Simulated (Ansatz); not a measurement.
**C₂H₂ClF (SMILES FC=CCl): single points off equilibrium**

The task here is to estimate one member of a computed series from the others.

The runs use Ansatz 0.2.0, Gaussian basis; single points in def2-TZVPP.

Correlated methods freeze the cores.

## The starting structure

6 atoms, charge 0, spin multiplicity 1.

Atoms are counted from 1 here; the program's logs count them from 0.

Bond lengths: F1–C2 1.198 Å, C2–C3 1.440 Å, C2–H5 0.927 Å, C3–Cl4 1.560 Å. Angles: F1–C2–C3 114.2°, F1–C2–H5 121.2°, C3–C2–H5 118.6°, C2–C3–Cl4 137.1°.

Geometry (Å):

| atom | x (Å) | y (Å) | z (Å) |
| --- | --- | --- | --- |
| F1 | -0.3094 | 1.7174 | 0.1433 |
| C2 | -0.1034 | 0.7214 | -0.4896 |
| C3 | 0.0980 | -0.4574 | 0.3134 |
| Cl4 | 0.4035 | -1.9678 | 0.0709 |
| H5 | 0.2856 | 0.7582 | -1.3297 |
| H6 | -0.1928 | -0.6215 | 1.7279 |

Set-up of the first run:

File run/in.yaml:

```yaml
crystal:
  periodic: [false, false, false]
  atoms:
    - {symbol: F, position_ang: [-0.309400, 1.717400, 0.143300]}
    - {symbol: C, position_ang: [-0.103400, 0.721400, -0.489600]}
    - {symbol: C, position_ang: [0.098000, -0.457400, 0.313400]}
    - {symbol: Cl, position_ang: [0.403500, -1.967800, 0.070900]}
    - {symbol: H, position_ang: [0.285600, 0.758200, -1.329700]}
    - {symbol: H, position_ang: [-0.192800, -0.621500, 1.727900]}
basis:
  gaussian: {orbitals: def2-TZVPP}
correlation: {method: ccsd_t}
output: {forces: true}
```

The command line of these runs was not kept.

Among the steps run: CCSD(T)/def2-TZVPP; PBE0-D4/def2-TZVPP; wB97M-V/def2-TZVPP; r2SCAN-D4/def2-TZVPP; PBE-D4/def2-TZVPP; BHLYP-D4/def2-TZVPP; wB97X-V/def2-TZVPP.

One of the session's tables, all rows but one given; the rest of the session is left out.

| method | RMS force component (eV/Å) | angle to CCSD(T) forces (°) | dipole (D) |
| --- | --- | --- | --- |
| CCSD(T) | 5.140 | reference | 0.59 |
| PBE0-D4 | ? | ? | ? |
| wB97M-V | 5.234 | 2.6 | 0.61 |
| r2SCAN-D4 | 5.040 | 2.3 | 0.62 |
| PBE-D4 | 5.056 | 2.4 | 0.57 |
| BHLYP-D4 | 5.170 | 4.9 | 0.61 |
| wB97X-V | 5.314 | 2.5 | 0.62 |

**Question.** Estimate the row for PBE0-D4.

The run gave: RMS force component (eV/Å): 5.093; angle to CCSD(T) forces (°): 3.4; dipole (D): 0.57. In the column «RMS force component (eV/Å)» it lies between PBE-D4 (5.056) and CCSD(T) (5.140).
